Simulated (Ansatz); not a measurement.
Abstraction of F: C3H5F3 + SiH3 → C3H5F2 + SiH3F

Species: C3H5F3 (1,2,2-trifluoropropane) `CC(F)(F)CF`, singlet; SiH3 (silyl radical) `[SiH3]`, doublet; C3H5F2 `C[C](F)CF`, doublet; SiH3F `F[SiH3]`, singlet. A radical takes F: the energy is the difference in strength between the C–F bond broken and the Si–F bond made.

Shapes, held fixed at every level: PBE0-D4/def2-TZVP. Flexible molecules stand in one conformer, not always the lowest. Programs: Ansatz 0.2.0. The zero-point and thermal change to 298 K, harmonic and unscaled (PBE0-D4/def2-TZVP), is +0.8 kJ/mol.

Estimate ΔH(298 K) of this reaction.

The highest level, CCSD(T)/CBS estimate, gives ΔH(298 K) = -129.4 kJ/mol; the levels span -138.4 to -84.3. The column of differences is taken from that level and isn't an error. No measured value is set beside it here. Open shells run unrestricted. The CBS estimate extrapolates MP2 from def2-TZVPP and def2-QZVPP and adds CCSD(T) − MP2 in the triple-zeta set, cores frozen. Times are processor times on shared x86 and Arm servers, and rough.

| level | kind | ΔH(298 K) (kJ/mol) | less CCSD(T)/CBS estimate | CPU time (sum over the molecules) |
| --- | --- | --- | --- | --- |
| MP2/def2-SVP | perturbation theory | -84.3 | +45.1 | – |
| SPW92/def2-TZVPP | LDA | -102.4 | +27.0 | 12 s |
| PBE-D4/def2-TZVPP | GGA | -119.6 | +9.8 | 22 s |
| r2SCAN-D4/def2-TZVPP | meta-GGA | -127.4 | +2.0 | 41 s |
| B3LYP-D4/def2-TZVPP | global hybrid | -135.7 | -6.3 | 39 s |
| BHLYP-D4/def2-TZVPP | global hybrid | -138.4 | -9.0 | 30 s |
| r2SCAN0-D4/def2-TZVPP | global hybrid | -128.4 | +1.0 | 43 s |
| CCSD(T)/CBS estimate | coupled cluster or CI | -129.4 | 0.0 | 56 min |
